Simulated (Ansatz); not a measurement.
Basis-set extrapolation for C4H7N, SMILES `C=NC(=C)C` (PBE0-D4/def2-TZVP geometry, frozen core, Ansatz). Multiplicity 1, RHF reference.

```json
{"": "HF", "def2-TZVPP": "-210.031540", "def2-QZVPP": "-210.041139"}
{"": "MP2 correlation", "def2-TZVPP": "-0.858884", "def2-QZVPP": "-0.914331"}
{"": "CCSD(T) correlation", "def2-TZVPP": "-0.938032", "def2-QZVPP": "not run"}
```

Energies in hartree. Use E(X) = E(∞) + A·exp(−7.88·√X) for Hartree–Fock and E(X) = E(∞) + B·X^(−2.97) for correlation, with X = 3 and 4, and add CCSD(T) minus MP2 of the smaller set to the MP2 limit.

What is the CCSD(T) energy at the basis-set limit?

HF limit: -210.041139 + (-0.009599) × 0.13774 = -210.04246. MP2 limit: -0.914331 + (-0.055447) × 0.74074 = -0.95540. Higher-order term: -0.938032 − (-0.858884) = -0.07915. Total: -211.07701 hartree, 2.92 eV below CCSD(T)/def2-TZVPP.
